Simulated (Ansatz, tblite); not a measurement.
Spin states of the cluster Li₂S (the lowest singlet isomer of a short search), each relaxed with PBE0-D4/def2-TZVP in Ansatz. Electronic energies in the gas phase.

The xTB rows come from tblite. B3LYP takes the VWN-RPA correlation. Correlated methods freeze 5 core orbitals; core or outer-core shells of Li are correlated, in sets that lack core-valence functions. In the quintet geometry the species has come apart into loosely held pieces. The structure comes from a short search, and lower isomers may exist.

Singlet geometry (C2v within 0.1 Å):

Cartesian coordinates in Å:
```
Li 0.244 -1.733 0.817
Li -0.350 1.438 -1.241
S 0.106 0.295 0.424
```

Triplet geometry (C2v within 0.1 Å):

```xyz
3

Li   -0.824    0.261    1.236
Li    1.178   -0.906   -0.256
S    -0.354    0.645   -0.980
```

Quintet geometry (D∞h within 0.1 Å):

```xyz
3

Li    3.0747    0.7286   -0.9773
Li   -3.0716   -0.7444    0.9753
S    -0.0031    0.0158    0.0020
```

⟨S²⟩: triplet 2.00 at PBE0-D4/def2-TZVP (pure 2.00), quintet 6.00 at PBE0-D4/def2-TZVP (pure 6.00).

Only these spin states were relaxed. The quintet has fallen apart into loose fragments. The triplet has other bonds than the singlet, so the gap mixes isomer and spin. The quintet has other bonds than the singlet, so the gap mixes isomer and spin.

(1) Estimate which spin state lies lowest at each of these levels, and by how much: GFN1-xTB; GFN2-xTB; HF/6-31G; HF/def2-TZVP; HF/def2-TZVPP; LDA (SPW92)/def2-TZVP; PBE-D4/def2-TZVP; r2SCAN-D4/def2-TZVP; r2SCANh-D4/def2-TZVP; B3LYP-D4/6-31G; PBE0-D4/def2-TZVP; BHLYP-D4/def2-TZVP; ωB97X-V/def2-TZVP; B2PLYP/def2-TZVP; RPA@PBE/def2-TZVP; MP2/def2-TZVP; MP2/def2-TZVPP; CCSD/def2-TZVPP; CCSD(T)/def2-TZVPP.

Results:

(1) 
```
                level  triplet − singlet (kJ/mol)  quintet − singlet (kJ/mol)  lowest of these
             GFN1-xTB                       286.6                       972.0          singlet
             GFN2-xTB                       227.5                       802.3          singlet
             HF/6-31G                       104.0                       364.4          singlet
         HF/def2-TZVP                        95.1                       387.8          singlet
        HF/def2-TZVPP                        94.3                       390.4          singlet
LDA (SPW92)/def2-TZVP                       222.3                       664.4          singlet
     PBE-D4/def2-TZVP                       189.2                       585.5          singlet
  r2SCAN-D4/def2-TZVP                       190.4                       598.4          singlet
 r2SCANh-D4/def2-TZVP                       188.0                       593.2          singlet
       B3LYP-D4/6-31G                       186.7                       551.3          singlet
    PBE0-D4/def2-TZVP                       183.2                       576.4          singlet
   BHLYP-D4/def2-TZVP                       180.8                       566.7          singlet
    ωB97X-V/def2-TZVP                       197.1                       610.5          singlet
     B2PLYP/def2-TZVP                       194.2                       594.1          singlet
    RPA@PBE/def2-TZVP                       159.8                       517.3          singlet
        MP2/def2-TZVP                       197.7                       579.9          singlet
       MP2/def2-TZVPP                       199.6                       588.8          singlet
      CCSD/def2-TZVPP                       177.9                       562.4          singlet
   CCSD(T)/def2-TZVPP                       185.7                       576.0          singlet
```

Change of the quintet − singlet gap on mixing in exact exchange, in kJ/mol: PBE to PBE0 (25 % exact exchange) -9.1; r2SCAN to r2SCANh (10 % exact exchange) -5.1. The xTB methods have no term that favours high spin, so they put low spin too low.
